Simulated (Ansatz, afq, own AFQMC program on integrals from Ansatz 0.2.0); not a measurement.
# SiHCl (triplet): quantum Monte Carlo beside coupled cluster at distance Cl1–H2 along a hydrogen transfer = 1.279 Å, cc-pVTZ

How near does AFQMC come to the top of the ladder for SiHCl (triplet)?

The runs use Ansatz 0.2.0, Gaussian basis, and an in-house AFQMC program (afq) on its integrals; all values are calculated; cc-pVTZ, frozen cores.

The runs, in order: PBE (unrestricted); CCSD(T) on UHF; r2SCAN (unrestricted); PBE0 (unrestricted); CCSDT(Q) on UHF; B3LYP (unrestricted); wB97M-V (unrestricted); B2PLYP (unrestricted); Phaseless AFQMC, CISD trial on UHF.

## (1) The geometry

The geometry derives from fragments relaxed apart (PBE0/def2-TZVP) and kept rigid, so it is no stationary point. A hydrogen atom is moved between rigid fragments.

3 atoms, charge 0, spin multiplicity 3.

Atoms are counted from 1 here; the program's logs count them from 0.

Bond lengths: Cl1–H2 1.279 Å.

## (2) PBE (unrestricted)

Input file in.yaml:

```yaml
crystal:
  periodic: [false, false, false]
  atoms:
    - {symbol: Cl, position_ang: [0.000000, 0.000000, -1.463600]}
    - {symbol: H, position_ang: [0.000000, 0.000000, -0.184800]}
    - {symbol: Si, position_ang: [0.000000, 0.000000, 1.648400]}
basis:
  gaussian: {orbitals: cc-pVTZ}
magnetization: {spin_polarized: true, initial_magnetization: 2}
hamiltonian: {xc: {name: PBE}}
output: {orbitals: {seedname: orbitals}}
```

Started as:

```console
ansatz run in.yaml --threads 1 --pin off --events-out ev --progress --plain --max-ram 8192MiB --backend cpu
```

Standard output:

```text
Functional definition: PBE
  name "PBE"
  cite "Perdew, Burke & Ernzerhof, Phys. Rev. Lett. 77, 3865 (1996) doi:10.1103/PhysRevLett.77.3865"
  parent pbe
  parameter kappa = 0.804
  parameter beta = 0.06672455060314922
  exchange = pbe_x(kappa = kappa, mu = beta*pi^2/3)
  correlation = pbe_c(beta = beta)
608 factors; their error is unknown
mean field evaluation 1: about -20403.7555 eV, gradient 1.1e1 eV
mean field evaluation 2: about -20401.3673 eV, gradient 2.1e1 eV
mean field evaluation 4: about -20404.5762 eV, gradient 2.4e0 eV
mean field evaluation 8: about -20404.5793 eV, gradient 6.7e-2 eV
mean field evaluation 16: about -20404.5793 eV, gradient 1.8e-5 eV
mean field evaluation 32: about -20404.5793 eV, gradient 3.6e-4 eV
mean field -20404.57927897 eV, -749.8544577817 hartree, gradient 5.1e-6 eV, S^2 2.004299; 6 other end points of the search recorded, 0 dependent functions left out
reference -20404.57930952 eV, -749.8544589044 hartree; 17, 15 occupied and 65, 67 virtual orbitals, 608 factors
Total energy: -20404.57930952 eV, -749.8544589044 hartree
```

It took 6 s on 1 thread of AMD EPYC 7R13 (Zen 3), shared host; peak memory 0.73 GiB.

From the report: ⟨S²⟩ of the determinant 2.004 (pure triplet: 2.00).

## (3) CCSD(T) on UHF

Edit in.yaml of step 2 so:

```diff
@@ -9,3 +9,2 @@
 magnetization: {spin_polarized: true, initial_magnetization: 2}
-hamiltonian: {xc: {name: PBE}}
-output: {orbitals: {seedname: orbitals}}
+correlation: {method: ccsd_t, electrons: outside_noble_gas, hamiltonian_folder: ham}
```

Started as:

```console
ansatz run in.yaml --threads 1 --pin off --events-out ev --progress --plain --max-ram 24576MiB --backend cuda --devices 0, --max-vram 18GiB
```

Standard output, shortened:

```text
Functional definition: HF
  name "HF"
  cite "Fock, Z. Phys. 61, 126 (1930) doi:10.1007/BF01340294"
  parent pbe
[...]
488 factors; integrals over basis functions are off by at most 1.8e-3 eV
[...]
mean field -20379.54696885 eV, -748.9345373522 hartree, gradient 7.9e-6 eV, S^2 2.019662; 9 other end points of the search recorded, 0 dependent functions left out
determinant -20379.54696885 eV, -748.9345373522 hartree, with singles and doubles -20387.97785407 eV, -749.2443666694 hartree
determinant -20379.50859186 eV, -748.9331270236 hartree, with singles and doubles -20387.90062318 eV, -749.2415284866 hartree
determinant -20379.54696885 eV, -748.9345373522 hartree, with singles and doubles -20387.91923663 eV, -749.2422125182 hartree
determinant -20379.50859186 eV, -748.9331270236 hartree, with singles and doubles -20387.84164786 eV, -749.2393611834 hartree
10 core orbitals not correlated: weight in the atoms' cores, before any rotation towards them, 1.000 or more for the frozen orbitals, at most 0.000 for the correlated occupied ones
reference -20379.54696885 eV, -748.9345373522 hartree; 7, 5 occupied and 65, 67 virtual orbitals, 488 factors
second order -7.41849609 eV of doubles, -0.00000000 eV of singles
cycle   1  -8.37226716 eV  change    6.2e-7 eV  update   2.5e-6
perturbative correction -0.32880021 eV, -0.0120831850 hartree
Total energy: -20388.24803623 eV, -749.2542956805 hartree
```

It took 9 s on 1 × NVIDIA H100 80GB HBM3 with 1 thread of AMD EPYC 7R13 (Zen 3), shared host; peak host memory 0.8 GiB.

From the report: ⟨S²⟩ of the determinant 2.020 (pure triplet: 2.00); correlation -8.7011 eV; T1 0.011; largest double amplitude 0.07.

This run also writes the integrals to the folder ham.

## (4) r2SCAN (unrestricted)

Edit in.yaml of step 3 so:

```diff
@@ -9,2 +9,2 @@
 magnetization: {spin_polarized: true, initial_magnetization: 2}
-correlation: {method: ccsd_t, electrons: outside_noble_gas, hamiltonian_folder: ham}
+hamiltonian: {xc: {name: r2SCAN}}
```

Started as:

```console
ansatz run in.yaml --threads 1 --pin off --events-out ev --progress --plain --max-ram 8192MiB --backend cpu
```

Standard output, shortened:

```text
Functional definition: r2SCAN
  name "r2SCAN"
  cite "Furness, Kaplan, Ning, Perdew & Sun, J. Phys. Chem. Lett. 11, 8208 (2020) doi:10.1021/acs.jpclett.0c02405"
  cite "Furness, Kaplan, Ning, Perdew & Sun, J. Phys. Chem. Lett. 11, 9248 (2020) doi:10.1021/acs.jpclett.0c03077"
  parent r2scan
[...]
608 factors; their error is unknown
[...]
mean field -20412.08857845 eV, -750.1304194475 hartree, gradient 2.4e-6 eV, S^2 2.009585; 8 other end points of the search recorded, 0 dependent functions left out
reference -20412.08858803 eV, -750.1304197994 hartree; 17, 15 occupied and 65, 67 virtual orbitals, 608 factors
Total energy: -20412.08858803 eV, -750.1304197994 hartree
```

Wall time 15 s (1 thread of AMD EPYC 7R13 (Zen 3), shared host); peak memory 0.73 GiB.

From the report: ⟨S²⟩ of the determinant 2.010 (pure triplet: 2.00).

## (5) PBE0 (unrestricted)

Edit in.yaml of step 4 so:

```diff
@@ -9,2 +9,3 @@
 magnetization: {spin_polarized: true, initial_magnetization: 2}
-hamiltonian: {xc: {name: r2SCAN}}
+hamiltonian: {xc: {name: PBE0}}
+output: {orbitals: {seedname: orbitals}}
```

Launched as before.

Standard output:

```text
Functional definition: PBE0
  name "PBE0"
  cite "Adamo & Barone, J. Chem. Phys. 110, 6158 (1999) doi:10.1063/1.478522"
  cite "Perdew, Burke & Ernzerhof, Phys. Rev. Lett. 77, 3865 (1996) doi:10.1103/PhysRevLett.77.3865"
  parent pbe
  parameter a = 0.25
  parameter kappa = 0.804
  parameter beta = 0.06672455060314922
  exchange = (1 - a)*pbe_x(kappa = kappa, mu = beta*pi^2/3) + a*exact_x
  correlation = pbe_c(beta = beta)
643 factors; their error is unknown
mean field evaluation 1: about -20405.5186 eV, gradient 9.3e0 eV
mean field evaluation 2: about -20405.6356 eV, gradient 9.8e0 eV
mean field evaluation 4: about -20406.1773 eV, gradient 5.6e-1 eV
mean field evaluation 8: about -20406.2898 eV, gradient 1.8e-1 eV
mean field evaluation 16: about -20406.2898 eV, gradient 3.8e-5 eV
mean field -20406.28979703 eV, -749.9173181610 hartree, gradient 4.3e-6 eV, S^2 2.006256; 1 other end points of the search recorded, 0 dependent functions left out
reference -20406.28982011 eV, -749.9173190091 hartree; 17, 15 occupied and 65, 67 virtual orbitals, 643 factors
Total energy: -20406.28982011 eV, -749.9173190091 hartree
```

Run time: 3.9 s. Hardware: 1 thread of AMD EPYC 7R13 (Zen 3), shared host; peak memory 0.73 GiB.

From the report: ⟨S²⟩ of the determinant 2.006 (pure triplet: 2.00).

## (6) CCSDT(Q) on UHF

Edit in.yaml of step 5 so:

```diff
@@ -9,3 +9,2 @@
 magnetization: {spin_polarized: true, initial_magnetization: 2}
-hamiltonian: {xc: {name: PBE0}}
-output: {orbitals: {seedname: orbitals}}
+correlation: {method: ccsdt_q, electrons: outside_noble_gas}
```

Started as:

```console
ansatz run in.yaml --threads 1 --pin off --events-out ev --progress --plain --max-ram 24576MiB --backend cuda --devices 0, --max-vram 18GiB
```

Standard output, shortened:

```text
Functional definition: HF
  name "HF"
  cite "Fock, Z. Phys. 61, 126 (1930) doi:10.1007/BF01340294"
  parent pbe
[...]
936 factors; integrals over basis functions are off by at most 2.5e-7 eV
[...]
mean field -20379.54698779 eV, -748.9345380482 hartree, gradient 4.8e-6 eV, S^2 2.019662; 9 other end points of the search recorded, 0 dependent functions left out
determinant -20379.54698779 eV, -748.9345380482 hartree, with singles and doubles -20387.97789128 eV, -749.2443680366 hartree
determinant -20379.50860188 eV, -748.9331273921 hartree, with singles and doubles -20387.90065117 eV, -749.2415295150 hartree
determinant -20379.54698779 eV, -748.9345380482 hartree, with singles and doubles -20387.91925161 eV, -749.2422130685 hartree
determinant -20379.50860188 eV, -748.9331273921 hartree, with singles and doubles -20387.84165500 eV, -749.2393614460 hartree
10 core orbitals not correlated: weight in the atoms' cores, before any rotation towards them, 1.000 or more for the frozen orbitals, at most 0.000 for the correlated occupied ones
reference -20379.54698779 eV, -748.9345380482 hartree; 7, 5 occupied and 65, 67 virtual orbitals, 936 factors
second order -7.41852012 eV of doubles, -0.00000000 eV of singles
cycle   1  -8.09377301 eV  change   -6.8e-1 eV  update   8.2e-2
[...]
cycle  17  -8.73520483 eV  change    3.1e-7 eV  update   9.7e-7
perturbative correction -0.01489828 eV, -0.0005475017 hartree
Total energy: -20388.29709090 eV, -749.2560984066 hartree
```

It took 20 s on 1 × NVIDIA H100 80GB HBM3 with 1 thread of AMD EPYC 7R13 (Zen 3), shared host; peak host memory 1.1 GiB.

From the report: ⟨S²⟩ of the determinant 2.020 (pure triplet: 2.00); correlation -8.7501 eV; T1 0.011; largest double amplitude 0.08.

## (7) B3LYP (unrestricted)

Edit in.yaml of step 6 so:

```diff
@@ -9,2 +9,2 @@
 magnetization: {spin_polarized: true, initial_magnetization: 2}
-correlation: {method: ccsdt_q, electrons: outside_noble_gas}
+hamiltonian: {xc: {name: B3LYP}}
```

Started as:

```console
ansatz run in.yaml --threads 1 --pin off --events-out ev --progress --plain --max-ram 8192MiB --backend cpu
```

Standard output, shortened:

```text
Functional definition: B3LYP
  name "B3LYP"
  cite "Stephens, Devlin, Chabalowski & Frisch, J. Phys. Chem. 98, 11623 (1994) doi:10.1021/j100096a001"
  cite "Becke, Phys. Rev. A 38, 3098 (1988) doi:10.1103/PhysRevA.38.3098"
  cite "Lee, Yang & Parr, Phys. Rev. B 37, 785 (1988) doi:10.1103/PhysRevB.37.785"
  cite "Vosko, Wilk & Nusair, Can. J. Phys. 58, 1200 (1980) doi:10.1139/p80-159"
[...]
632 factors; their error is unknown
[...]
mean field -20414.75334060 eV, -750.2283476502 hartree, gradient 5.6e-6 eV, S^2 2.004560; 6 other end points of the search recorded, 0 dependent functions left out
reference -20414.75354039 eV, -750.2283549924 hartree; 17, 15 occupied and 65, 67 virtual orbitals, 632 factors
Total energy: -20414.75354039 eV, -750.2283549924 hartree
```

Run time: 7.5 s. Hardware: 1 thread of AMD EPYC 7R13 (Zen 3), shared host; peak memory 0.73 GiB.

From the report: ⟨S²⟩ of the determinant 2.005 (pure triplet: 2.00).

## (8) wB97M-V (unrestricted)

Edit in.yaml of step 7 so:

```diff
@@ -9,2 +9,3 @@
 magnetization: {spin_polarized: true, initial_magnetization: 2}
-hamiltonian: {xc: {name: B3LYP}}
+hamiltonian: {xc: {name: wB97M-V}}
+output: {orbitals: {seedname: orbitals}}
```

Launched as before.

Standard output, shortened:

```text
Functional definition: wB97M-V
  name "wB97M-V"
  cite "Mardirossian & Head-Gordon, J. Chem. Phys. 144, 214110 (2016) doi:10.1063/1.4952647"
  cite "Becke, J. Chem. Phys. 107, 8554 (1997) doi:10.1063/1.475007"
  cite "Vydrov & Van Voorhis, J. Chem. Phys. 133, 244103 (2010) doi:10.1063/1.3521275"
  # Of w^i u^j: cxij and so on, Table III.
[...]
  gx(w, u) = 1 - cx + cx01*u + cx10*w
  gss(w, u) = css00 + css04*u^4 + css10*w + css20*w^2 + css43*w^4*u^3
  gos(w, u) = cos00 + cos10*w + (cos20 + cos21*u)*w^2 + (cos60 + cos61*u)*w^6
[...]
      + integral(e_c_pw_mod_opposite_spin*gos(b97_w_opposite, b97_u_opposite)) + vv10(b, c)
620 factors; their error is unknown
113 factors; integrals over basis functions are off by at most 1.3e-4 eV
[...]
mean field -20412.40427083 eV, -750.1420209286 hartree, gradient 4.4e-6 eV, S^2 2.002402; 1 other end points of the search recorded, 0 dependent functions left out
reference -20412.40430140 eV, -750.1420220519 hartree; 17, 15 occupied and 65, 67 virtual orbitals, 620 factors
Total energy: -20412.40430140 eV, -750.1420220519 hartree
```

Run time: 14 s. Hardware: 1 thread of AMD EPYC 7R13 (Zen 3), shared host; peak memory 1.6 GiB.

From the report: ⟨S²⟩ of the determinant 2.002 (pure triplet: 2.00).

## (9) B2PLYP (unrestricted)

Edit in.yaml of step 8 so:

```diff
@@ -9,3 +9,3 @@
 magnetization: {spin_polarized: true, initial_magnetization: 2}
-hamiltonian: {xc: {name: wB97M-V}}
-output: {orbitals: {seedname: orbitals}}
+hamiltonian: {xc: {name: B2PLYP}}
+correlation: {electrons: outside_noble_gas}
```

Launched as before.

Standard output, shortened:

```text
Functional definition: B2PLYP
  name "B2PLYP"
  cite "Grimme, J. Chem. Phys. 124, 034108 (2006) doi:10.1063/1.2148954"
  cite "Becke, Phys. Rev. A 38, 3098 (1988) doi:10.1103/PhysRevA.38.3098"
  cite "Lee, Yang & Parr, Phys. Rev. B 37, 785 (1988) doi:10.1103/PhysRevB.37.785"
[...]
488 factors; integrals over basis functions are off by at most 1.8e-3 eV
[...]
mean field -20404.45241410 eV, -749.8497955836 hartree, gradient 4.6e-6 eV, S^2 2.009247; 2 other end points of the search recorded, 0 dependent functions left out
10 core orbitals not correlated: weight in the atoms' cores, before any rotation towards them, 1.000 or more for the frozen orbitals, at most 0.000 for the correlated occupied ones
reference -20404.45254145 eV, -749.8498002636 hartree; 7, 5 occupied and 65, 67 virtual orbitals, 488 factors
second order -9.10483241 eV of doubles, -0.00000000 eV of singles
Total energy: -20406.91084620 eV, -749.9401412969 hartree
```

Run time: 5.5 s. Hardware: 1 thread of AMD EPYC 7R13 (Zen 3), shared host; peak memory 1.6 GiB.

From the report: ⟨S²⟩ of the determinant 2.009 (pure triplet: 2.00).

## (10) Phaseless AFQMC, CISD trial on UHF

It reads the integrals that the CCSD(T) run on this determinant wrote.

Started as:

```console
afq ham --method phaseless --trial cisd --walkers 2700 --populations 20 --least-time 60 --time-step 0.005 --steps-per-block 50 --equilibration-blocks 28 --max-blocks 4000 --target-error 0.00021 --factor-cut 1e-05 --start spin_pure --seed 227 --release-times 0.24,0.51,0.99,1.62,2.4 --release-step 0.03 --release-every 3 --taylor-order 6
```

Standard output:

```text
orbitals 72  electrons 7 5  factors 471 of 488
reference energy -748.93453735 Eh
CCSD correlation -0.30767518 Eh in 11 cycles, weight of the determinant in the CISD state 0.8600
energy of the start -749.241411 Eh
 block  time / (1/Eh)  mean weight  energy / Eh
     1     0.250  0.9995  -749.237625
     2     0.500  0.9998  -749.241590
     3     0.750  0.9999  -749.244951
     4     1.000  1.0000  -749.247843
     5     1.250  0.9998  -749.250242
     6     1.500  1.0002  -749.252243
     7     1.750  1.0001  -749.253692
     8     2.000  0.9997  -749.253250
     9     2.250  0.9999  -749.254453
    10     2.500  0.9997  -749.255162
    11     2.750  1.0003  -749.255375
    13     3.250  1.0003  -749.254282
    15     3.750  1.0001  -749.255556
    17     4.250  0.9998  -749.255633
    19     4.750  0.9998  -749.256071
    21     5.250  1.0000  -749.255731
    23     5.750  0.9998  -749.255740
    25     6.250  1.0000  -749.255538
    27     6.750  0.9999  -749.255791
    29     7.250  0.9998  -749.253619
    31     7.750  0.9999  -749.255784
    33     8.250  0.9996  -749.255654
    35     8.750  0.9998  -749.255970
    37     9.250  0.9997  -749.255687
    39     9.750  0.9995  -749.255720
    41    10.250  1.0000  -749.255263
    43    10.750  1.0002  -749.254874
    45    11.250  1.0001  -749.255873
    47    11.750  0.9997  -749.255655
    49    12.250  1.0002  -749.255367
    51    12.750  0.9999  -749.254981
    53    13.250  1.0001  -749.255584
    55    13.750  1.0001  -749.255033
    57    14.250  1.0001  -749.255361
    59    14.750  0.9997  -749.256174
    61    15.250  0.9997  -749.254955
    63    15.750  1.0002  -749.255269
    65    16.250  1.0003  -749.254987
    67    16.750  1.0000  -749.253225
    69    17.250  1.0000  -749.255388
    71    17.750  1.0002  -749.255159
    73    18.250  1.0003  -749.255440
    75    18.750  0.9998  -749.255524
    77    19.250  1.0005  -749.256666
    79    19.750  1.0001  -749.257095
    81    20.250  0.9999  -749.254631
    83    20.750  0.9999  -749.255528
    85    21.250  0.9994  -749.256805
    87    21.750  1.0001  -749.256242
error from the spread of 20 populations
released: time / (1/Eh)  energy / Eh  error  mean overlap
  0.24  -749.255581  0.000112  0.9949
  0.51  -749.255962  0.000117  0.9883
  0.99  -749.256244  0.000135  0.9763
  1.62  -749.256134  0.000160  0.9680
  2.40  -749.256177  0.000201  0.9575
energy -749.255507 +/- 0.000199 Eh
```

Run time: 2.4 min. Hardware: 1 × NVIDIA H100 80GB HBM3 with 2 threads of AMD EPYC 7R13 (Zen 3), shared host; peak host memory 1.6 GiB.

Energy -20388.2810 ± 0.0054 eV. Caveats: constraint bias not in the error.

## (11) All levels side by side

On the UHF determinant, counted from CCSDT(Q) (a yardstick, not exact):

```csv
level,energy (eV),from CCSDT(Q) (kcal/mol),statistical error (kcal/mol),time
HF,-20379.5470,+201.78,,
MP2,-20386.9655,+30.71,,
CCSD,-20387.9192,+8.71,,
CCSD(T),-20388.2480,+1.13,,
CCSDT(Q),-20388.2971,0.00,,
"Phaseless AFQMC, CISD trial, step 0.005, 2700 walkers",-20388.2810,+0.37,0.12,2.4 min
```

The functionals' totals stand on their own zeros and serve differences with other points: PBE -20404.579 eV; r2SCAN -20412.089 eV; PBE0 -20406.290 eV; B3LYP -20414.754 eV; wB97M-V -20412.404 eV; B2PLYP -20406.911 eV.

## (12) Summary of results

| quantity | value |
| --- | --- |
| CCSD(T) on UHF from CCSDT(Q) | +1.13 kcal/mol |
| Phaseless AFQMC, CISD trial on UHF from CCSDT(Q) | +0.37 ± 0.12 kcal/mol |

What this shows: On UHF the phaseless walk with the CISD trial lies +0.37 kcal/mol from CCSDT(Q), within three error bars. Error bars are statistical and leave out the constraint, the time step and what remains of the start.
